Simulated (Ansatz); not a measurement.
**How basis sets differ on C4H5N (pyrrole)**

C4H5N has 10 atoms, charge 0, and is taken as a singlet. SMILES: `c1cc[nH]c1`. Geometry: relaxed at PBE0-D4/def2-TZVP.

Quantity: the dipole moment, in D. The values are calculated.

**The experiment to reproduce.** NIST CCCBDB; in doubt: it may belong to another isomer, state or phase gives the dipole moment of the gas as 1.84 D.

```tsv
level	kind	program	value (D)	computed − measured	CPU time
SPW92/cc-pVDZ-DK (sfX2C)	LDA	Ansatz	2.05	+0.21	1.7 s
SPW92/x2c-TZVPall (sfX2C)	LDA	Ansatz	1.96	+0.12	3.3 s
SPW92/ANO-RCC-VTZP (sfX2C)	LDA	Ansatz	1.88	+0.04	10 s
SPW92/cc-pVTZ-DK (sfX2C)	LDA	Ansatz	1.95	+0.11	3.8 s
```

Nearest: SPW92/ANO-RCC-VTZP (sfX2C) (+0.04 D); farthest: SPW92/cc-pVDZ-DK (sfX2C) (+0.21 D). The measured dipole is a vibrational average, so differences of a few hundredths of a debye mean little. Magnitudes only. Times are those of the runs behind each value, whatever else they computed, on shared processors of several kinds: orders of magnitude only.
